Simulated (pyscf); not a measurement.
B–Cl [singlet] + SiH₄ → H₃Si–BH–Cl (insertion; singlet surface; H–Si broken, B–Si, B–H formed). PySCF, gas phase, ωB97X-D3(BJ)/def2-SVP geometries. MP2 and CC: frozen core, UHF for open shells. ΔMP2 is the change of the MP2 total energy from the triple- to the quadruple-zeta basis. Rate constants from transition-state theory at the high-pressure limit, CCSD(T)/def2-TZVPP + ΔMP2(QZVPP) energies (ideal gas, 1 atm, RRHO with modes under 100 cm⁻¹ raised to 100, one conformer, R ln 2 for chiral ones without a mode under 150 cm⁻¹; no tunnelling), k in cm³ molecule⁻¹ s⁻¹.

```
T (K)  1000/T  log10 k
-----  ------  -------
298     3.354   -22.36
600     1.667   -16.94
900     1.111   -14.97
1200    0.833        ?
```

Fit an Arrhenius line to the three values, give the activation energy, and predict k at 1200 K.

Least squares gives log10 k = -11.40 − 3.28 × 1000/T, so Ea = 3.28 × ln 10 × 1.987 = 15.0 kcal/mol, against an electronic barrier of 13.1. At 1200 K the line gives -14.13; the computed value is -13.89 (ΔG‡ = 46.7 kcal/mol), a factor 1.8 over the line, since the plot is curved. This is the saddle that the search found; another between the same sides may lie lower. The CCSD(T) − MP2 part came from Ansatz, without density fitting, on the same reference.
